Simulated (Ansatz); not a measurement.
# ClFHSi, SMILES F[SiH]Cl: a saddle search for pyramidal inversion

With Ansatz 0.2.0 through its Python package.

The cells in order, each with its output:

```python
import itertools

import ansatz as az
from ase.data import atomic_numbers, covalent_radii
import numpy as np
```

```python
SETTINGS = {
    "basis": "6-31G*",
    "xc": "b3lyp",
}
```

```python
GEOMETRY = """
F    -0.99295   -0.34231    1.06250
Si   -0.20489   -0.22321   -0.34744
Cl    1.73263   -0.54664    0.07547
H    -0.53479    1.11216   -0.79053
"""

mol = az.Crystal.molecule()
for line in GEOMETRY.strip().splitlines():
    symbol, *xyz = line.split()
    mol = mol.atom(symbol, [float(v) for v in xyz])
```

```python
job = mol.calculation()
job = job.basis(gaussian=SETTINGS["basis"]).functional(SETTINGS["xc"])
job = job.spin("collinear", total=1)
symbols = [site.symbol for site in mol.cartesian_sites]
start = np.array([site.position_ang for site in mol.cartesian_sites], dtype=float)
r = job.relax(force_tolerance=0.005, max_steps=100).run(threads=1).report
end = np.array(r["positions_ang"])
```

    

```python
# start with the apex atom pushed most of the way into the plane of its neighbours
a, b, d = end[[0, 2, 3]]
normal = np.cross(b - a, d - a)
normal /= np.linalg.norm(normal)
flat = end.copy()
flat[1] -= 0.8 * ((end[1] - a) @ normal) * normal
guess = np.zeros_like(flat)
guess[1] = normal
near = az.Crystal.molecule()
for symbol, place in zip(symbols, flat):
    near = near.atom(symbol, place.tolist())
search = (
    near.calculation()
    .basis(gaussian=SETTINGS["basis"])
    .functional(SETTINGS["xc"])
    .spin("collinear", total=1)
    .saddle(mode_guess=guess.tolist(), force_tolerance=0.01, max_steps=40)
)
steps = []
top = search.session().plan().execute(on_event=lambda e: steps.append(e["data"]) if e["event"] == "saddle_step" else None).report
for s in steps:
    print(f"step {s['step']:2d}  E = {s['lagrangian_ev']:.5f} eV  force {s['allowed_force_max_ev_ang']:.4f} eV/A  curvature {s['curvature_ev_ang2']:.3f} eV/A^2")
print(f"minimum {r['free_energy_ev']:.5f} eV, saddle {top['free_energy_ev']:.5f} eV")
print(f"electronic barrier {96.485332 * (top['free_energy_ev'] - r['free_energy_ev']):.2f} kJ/mol")
saddle = np.array(top["positions_ang"])
# pairs closer than 1.2 times the sum of covalent radii, before or after
radius = [covalent_radii[atomic_numbers[s]] for s in symbols]
span = lambda where, i, j: np.linalg.norm(where[i] - where[j])
bonded = [(i, j) for i, j in itertools.combinations(range(len(symbols)), 2) if min(span(end, i, j), span(saddle, i, j)) < 1.2 * (radius[i] + radius[j])]
print("pair        before    after (A)")
for i, j in bonded:
    print(f"{symbols[i]}{i}-{symbols[j]}{j}".ljust(10), f"{span(end, i, j):8.4f} {span(saddle, i, j):8.4f}")
```

    step  1  E = -23133.24756 eV  force 4.4280 eV/A  curvature -26.123 eV/A^2
    step  2  E = -23133.46602 eV  force 1.3703 eV/A  curvature -33.713 eV/A^2
    step  3  E = -23133.46586 eV  force 0.2847 eV/A  curvature -37.688 eV/A^2
    step  4  E = -23133.46750 eV  force 0.1681 eV/A  curvature -37.416 eV/A^2
    step  5  E = -23133.46859 eV  force 0.1248 eV/A  curvature -37.289 eV/A^2
    step  6  E = -23133.46903 eV  force 0.0284 eV/A  curvature -37.280 eV/A^2
    step  7  E = -23133.46905 eV  force 0.0016 eV/A  curvature -37.290 eV/A^2
    minimum -23134.61273 eV, saddle -23133.46926 eV
    electronic barrier 110.33 kJ/mol
    pair        before    after (A)
    F0-Si1       1.6112   1.6118
    Si1-Cl2      2.0763   2.0455
    Si1-H3       1.4963   1.4586

Total energies depend on the basis set; only differences at equal settings carry meaning. The energies are electronic: no zero-point or thermal terms, and the basis set is short of its limit. No separate frequency run checks the order of the saddle point. The species is open-shell (spin multiplicity 2). b3lyp holds the VWN-RPA fit, as in Gaussian; the form of ORCA and Turbomole is b3lyp5. Timing: 81 s on 1 thread of Arm Neoverse V1 (shared host), peak memory 0.21 GiB.

(Lines on the test bed's own set-up are left out of the output.)
